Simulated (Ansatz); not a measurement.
# Molecular dynamics, step by step

Si₂H₆S, closed shell, PBE-D4/cc-pVDZ (Ansatz 0.2.0). Settings (timestep in fs, temperature in K, friction in 1/fs; T counts 27 degrees of freedom, while the starting velocities carry no drift of the centre of mass, so T starts below the set value):

```yaml
hamiltonian: {xc: pbe, dispersion: d4}
md: {n_steps: 80, timestep: 0.5, temperature: 500, ensemble: nvt_langevin, seed: 736, friction: 0.002, initial_velocities: maxwell_boltzmann}
```

Start, the saddle point found with PBE0-D4 in triple zeta (not stationary at another level):

```csv
atom,x (Å),y (Å),z (Å)
Si1,-1.0777,-0.5824,0.1252
S2,1.1867,-1.6644,-0.0699
H3,-0.2307,-1.8894,-0.6286
H4,-1.0558,-0.6299,1.6297
Si5,-0.0926,1.4935,-0.3769
H6,0.9168,-2.5808,0.8746
H7,0.9125,1.9259,0.6327
H8,-1.1446,2.5428,-0.4877
H9,0.5854,1.3847,-1.6991
```

```json
{"step": "0", "time (fs)": "0.00", "potential energy less the start (meV)": "0.0", "kinetic energy (meV)": "517.0", "T (K)": "444"}
{"step": "5", "time (fs)": "2.50", "potential energy less the start (meV)": "50.8", "kinetic energy (meV)": "456.3", "T (K)": "392"}
{"step": "10", "time (fs)": "5.00", "potential energy less the start (meV)": "90.2", "kinetic energy (meV)": "395.2", "T (K)": "340"}
{"step": "15", "time (fs)": "7.50", "potential energy less the start (meV)": "154.1", "kinetic energy (meV)": "347.8", "T (K)": "299"}
{"step": "20", "time (fs)": "10.00", "potential energy less the start (meV)": "246.6", "kinetic energy (meV)": "270.5", "T (K)": "233"}
{"step": "25", "time (fs)": "12.50", "potential energy less the start (meV)": "216.6", "kinetic energy (meV)": "290.2", "T (K)": "249"}
{"step": "30", "time (fs)": "15.00", "potential energy less the start (meV)": "219.6", "kinetic energy (meV)": "291.4", "T (K)": "250"}
{"step": "35", "time (fs)": "17.50", "potential energy less the start (meV)": "296.0", "kinetic energy (meV)": "229.0", "T (K)": "197"}
{"step": "40", "time (fs)": "20.00", "potential energy less the start (meV)": "218.8", "kinetic energy (meV)": "306.1", "T (K)": "263"}
{"step": "45", "time (fs)": "22.50", "potential energy less the start (meV)": "132.3", "kinetic energy (meV)": "386.4", "T (K)": "332"}
{"step": "50", "time (fs)": "25.00", "potential energy less the start (meV)": "56.3", "kinetic energy (meV)": "457.1", "T (K)": "393"}
{"step": "55", "time (fs)": "27.50", "potential energy less the start (meV)": "-222.2", "kinetic energy (meV)": "730.7", "T (K)": "628"}
{"step": "60", "time (fs)": "30.00", "potential energy less the start (meV)": "-686.4", "kinetic energy (meV)": "1183.0", "T (K)": "1017"}
{"step": "65", "time (fs)": "32.50", "potential energy less the start (meV)": "-1217.9", "kinetic energy (meV)": "1719.3", "T (K)": "1478"}
{"step": "70", "time (fs)": "35.00", "potential energy less the start (meV)": "-1569.8", "kinetic energy (meV)": "2086.5", "T (K)": "1794"}
{"step": "75", "time (fs)": "37.50", "potential energy less the start (meV)": "-1542.1", "kinetic energy (meV)": "2014.2", "T (K)": "1731"}
{"step": "80", "time (fs)": "40.00", "potential energy less the start (meV)": "-1162.3", "kinetic energy (meV)": "1639.8", "T (K)": "1410"}
```

Step 15, positions (Å) and forces (eV/Å):

```csv
atom,x,y,z,Fx,Fy,Fz
Si1,-1.035,-0.621,0.149,-0.335,0.254,0.020
S2,1.152,-1.676,-0.073,0.502,-0.257,-0.140
H3,-0.213,-2.017,-0.773,0.036,0.434,0.518
H4,-1.154,-0.619,1.707,0.174,-0.042,-0.382
Si5,-0.097,1.541,-0.385,0.143,-0.058,-0.667
H6,0.957,-2.638,0.878,-0.126,-0.092,-0.040
H7,0.966,2.131,0.565,-0.527,-0.071,-0.090
H8,-1.289,2.461,-0.732,0.476,-0.087,0.335
H9,0.686,1.417,-1.723,-0.343,-0.081,0.446
```

Step 35, positions (Å) and forces (eV/Å):

```csv
atom,x,y,z,Fx,Fy,Fz
Si1,-0.993,-0.662,0.181,-0.833,1.382,-0.493
S2,1.124,-1.698,-0.079,1.497,-1.126,1.111
H3,-0.248,-1.975,-0.643,-0.666,-0.148,-0.476
H4,-1.163,-0.627,1.672,0.172,-0.091,0.541
Si5,-0.112,1.590,-0.405,0.149,-0.956,0.760
H6,0.889,-2.756,0.835,0.180,0.775,-0.679
H7,0.783,2.394,0.529,-0.217,-0.217,0.137
H8,-1.225,2.416,-0.857,-0.810,0.609,-0.137
H9,0.709,1.403,-1.604,0.527,-0.228,-0.765
```

Step 40, positions (Å) and forces (eV/Å):

| atom | x | y | z | Fx | Fy | Fz |
| --- | --- | --- | --- | --- | --- | --- |
| Si1 | -0.986 | -0.665 | 0.189 | -0.630 | 1.374 | -0.193 |
| S2 | 1.123 | -1.705 | -0.077 | 1.459 | -0.622 | 0.573 |
| H3 | -0.318 | -1.970 | -0.628 | -0.660 | -0.023 | -0.414 |
| H4 | -1.146 | -0.638 | 1.694 | 0.126 | -0.125 | 0.280 |
| Si5 | -0.117 | 1.599 | -0.410 | 0.102 | -0.718 | 0.746 |
| H6 | 0.875 | -2.754 | 0.791 | 0.073 | 0.276 | -0.200 |
| H7 | 0.712 | 2.460 | 0.563 | -0.249 | -0.462 | -0.073 |
| H8 | -1.231 | 2.435 | -0.874 | -0.670 | 0.423 | -0.171 |
| H9 | 0.729 | 1.371 | -1.596 | 0.449 | -0.122 | -0.548 |

Last step (80):

Si1  (-0.883, -0.639, 0.248)
S2  (1.175, -1.762, -0.037)
H3  (-2.460, -1.140, -0.524)
H4  (-1.373, -0.955, 1.704)
Si5  (-0.176, 1.616, -0.455)
H6  (0.618, -2.880, 0.545)
H7  (0.336, 2.178, 0.855)
H8  (-1.345, 2.400, -1.117)
H9  (0.987, 1.324, -1.474)
(Å)

The run took about 85 s on 2 CPU threads of an Arm Neoverse V2 (shared host).
